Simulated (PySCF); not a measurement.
## Adding and removing an electron: CCl

PBE0; basis C aug-pcseg-1, Cl aug-pcseg-1; no relativity; PySCF 2.14. Neutral (UKS): doublet (π ↑), Re = 1.665 Å, ωe = 881 cm⁻¹, De = 4.21 eV, HOMO -6.52 eV, LUMO -3.46 eV.

CCl⁻ (UKS): triplet (π ↑↑), Re = 1.881 Å, ωe = 503 cm⁻¹, De = 1.93 eV to C + Cl⁻. The energies at the minima are -497.91029 hartree for CCl and -497.96106 for CCl⁻.

(1) Work out the adiabatic electron affinity, without and with harmonic zero-point energies (1 hartree = 27.2114 eV, 1 eV = 8065.5 cm⁻¹), and the change of the bond length.

For an ion De counts to the pair picked by the measured ionisation energies or electron affinities, which need not be the lowest pair at this level. The highest Kohn–Sham level is positive in this anion. Much of that is self-interaction error, but it also means that the finite basis helps to hold the extra electron. States were picked by a PBE0 search and need not be the measured ground states.

## Answers

(1) At PBE0: 0.05077 hartree = 1.382 eV between the minima; the zero-point term (881.0 − 503.0)/2 cm⁻¹ = +0.023 eV makes it 1.405 eV. Re changes by +21.6 pm against the neutral. The electron enters a π orbital, and the ion is left as a loose complex of an ion and an atom.
